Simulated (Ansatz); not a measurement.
Structure relaxation of Ga₃P₂

The calculation used DFT PBE, scalar-relativistic, plane waves, PAW in Ansatz. Cutoff 420 eV, Γ-centred k mesh, Gaussian smearing, no spin polarisation in the final step.

Ga₃P₂ was placed on the anti-A-type sesquioxide structure type (P-3m1, No. 164), with P in place of La, Ga in place of O, at a guessed volume.

```
Ga P
1.0
     3.98476    0.00000    0.00000
    -1.99238    3.45091    0.00000
     0.00000    0.00000    6.19965
Ga P
3 2
Direct
  0.00000 0.00000 0.00000
  0.33333 0.66667 0.64500
  0.66667 0.33333 0.35500
  0.33333 0.66667 0.24500
  0.66667 0.33333 0.75500
```

Cell and atoms relax at zero pressure; the relaxation can't lower the symmetry of the start. After a coarse first stage the cell is made exact in the group found at 0.06 Å.

The zero of energy is the elements' standard structures at the same level; no fitted shifts are applied.

Which crystal results?

It keeps P-3m1 (No. 164). The result has the A-type sesquioxide structure. Conventional cell: a = 4.207 Å, c = 6.494 Å. Ga on Wyckoff site a (1 atom of the primitive cell) has 6 P at 2.94 Å and 6 Ga at 3.33 Å; Ga on Wyckoff site d (2 atoms of the primitive cell) is coordinated by 4 P at 2.51–2.57 Å; P has 4 Ga at 2.51–2.57 Å and 3 Ga at 2.94 Å.

```cif
data_structure
_symmetry_space_group_name_H-M 'P-3m1'
_symmetry_Int_Tables_number 164
_cell_length_a 4.2074
_cell_length_b 4.2074
_cell_length_c 6.4942
_cell_angle_alpha 90.000
_cell_angle_beta 90.000
_cell_angle_gamma 120.000
_cell_volume 99.56
loop_
_atom_site_label
_atom_site_type_symbol
_atom_site_symmetry_multiplicity
_atom_site_Wyckoff_symbol
_atom_site_fract_x
_atom_site_fract_y
_atom_site_fract_z
_atom_site_occupancy
Ga1 Ga 1 a 0.00000 0.00000 0.00000 1
Ga2 Ga 2 d 0.33333 0.66667 0.64925 1
P1 P 2 d 0.33333 0.66667 0.25373 1
```

What are its volume, energy, density and gap?

The volume per atom is 19.91 Å³, the density is 4.52 g/cm³ and the energy over the elements is -0.02 eV/atom. The gap on the 12×12×6 mesh is 0 eV (a metal).

The final run used a 12×12×6 mesh on its 5-atom cell and 0.10 eV smearing. For metals, differences of a few meV/atom aren't resolved. A structure relaxed within its symmetry needn't be a true minimum. The steps took of the order of 110 core-seconds in all.

Cost: 3 runs of about 1.8 core-minutes in all, on Intel Xeon 6975P-C (Granite Rapids) (shared hosts).